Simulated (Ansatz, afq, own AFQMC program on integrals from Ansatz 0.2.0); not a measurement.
# MoNH$_{2}$⁺, triplet: AFQMC among the cluster methods

```xyz
4

Mo    0.0000    0.0000    0.2753
N     0.0000    0.0000   -1.5745
H     0.0000    0.8341   -2.1638
H     0.0000   -0.8341   -2.1638
```

Connectivity, by distances: Mo–NH2.

Basis def2-TZVP with its core potentials. Noble-gas cores (and the filled d shells of Ga–Kr and In–Xe) are frozen. AFQMC by an in-house program on the Cholesky factors that Ansatz 0.2.0 writes for its CCSD(T) run. ph-AFQMC/CISD is guided by a CISD state made of CCSD amplitudes; releasing the constraint for a short imaginary time cuts its bias at the price of noise, slowly where states lie close. Error bars are statistical, one sigma. No spin–orbit coupling. The metal's outer-core s and p shells are frozen, which shifts wave-function levels against functionals.

Determinant: ROHF, the one that the program's search chose, which needn't be the lowest solution. The geometry is a PBE0/def2-TZVP stationary point of this or a neighbouring charge and spin state.

No full CI on the walks' own integrals is used here; CCSDT(Q) serves as the reference and is uncertain by about the last step of the cluster series.

Cautions: no spin-orbit coupling; outer-core shells of the metal frozen; higher spins were not checked; a spin-contaminated unrestricted determinant lies lower (UHF 760 meV lower, ⟨S²⟩ 3.13); the released energies move by 1.5 errors or more from one time to the next, so no released level is given (meV from the phaseless value at times in 1/Eh: -25 ± 8 at 0.60, -18 ± 9 at 1.20, -40 ± 13 at 2.00, -34 ± 21 at 3.00, -57 ± 52 at 4.20), though the last usable value meets CCSDT(Q) within the noise.

* T1 diagnostic: 0.0375
* weight of the determinant in the CISD state: 0.842
* size of the correlated space: 12 electrons in 78 orbitals

Reference: CCSDT(Q), correlation energy -9.580 eV.

```csv
level,E − E(reference) (kJ/mol),share of correlation (%)
HF,924.3,0.00
MP2,96.4,89.57
CCSD,53.1,94.25
CCSD(T),8.2,99.11
CCSDT,3.2,99.65
ph-AFQMC/HF,7.3 ± 2.7,99.21
ph-AFQMC/CISD,5.8 ± 0.7,99.37
```

A walk keeps the symmetry of its determinant, which the program's search chose and which needn't be the lowest solution, so a lower state of the same spin and another symmetry isn't excluded.
